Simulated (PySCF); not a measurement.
# C2H4Cl2 (1,2-dichloroethane): the cost of one run

Programs: PySCF 2.14.0, with density-fitted response routines of our own. Each step states its level of theory. These are calculated values for one molecule, in the gas phase or a continuum, unless marked as measured. Atoms are numbered from 0 throughout.

## 1. Starting geometry

8 atoms, charge 0, multiplicity 1; geometry from: GFN2-xTB. The atoms were then displaced at random by about 0.01 Å, so the start is not that level's minimum.

Bonds of the start (Å): Cl0–C1 1.75, C1–C2 1.50, C2–Cl3 1.82, C1–H4 1.10, C1–H5 1.08, C2–H6 1.09, C2–H7 1.11.

## 2. Relaxing the molecule at PBE0-D3(BJ)/def2-TZVP

Job settings and geometry (Å):

```
{"job": {"xc": "PBE0", "basis": "def2-TZVP", "d3": "d3bj", "grid": 2, "shake": 0.01, "kind": "geom"}, "charge": 0, "multiplicity": 1}
Cl    -1.892840     0.900610     0.340410
C     -0.687090    -0.329990     0.023150
C      0.663610     0.324790    -0.039360
Cl     1.950620    -0.919530    -0.350640
H     -0.935520    -0.808960    -0.932450
H     -0.746250    -1.046740     0.833210
H      0.751250     1.053430    -0.839080
H      0.951350     0.807260     0.912290
```

Command:

```
> OMP_NUM_THREADS=1 python probes_run.py task.json out
```

One launch serves the whole session: the jobs run in the order shown.

Q: Estimate the wall time and peak memory of this first job on 1 thread of Arm Neoverse N1, shared host.

About 100 s, with a peak of 0.68 GiB.
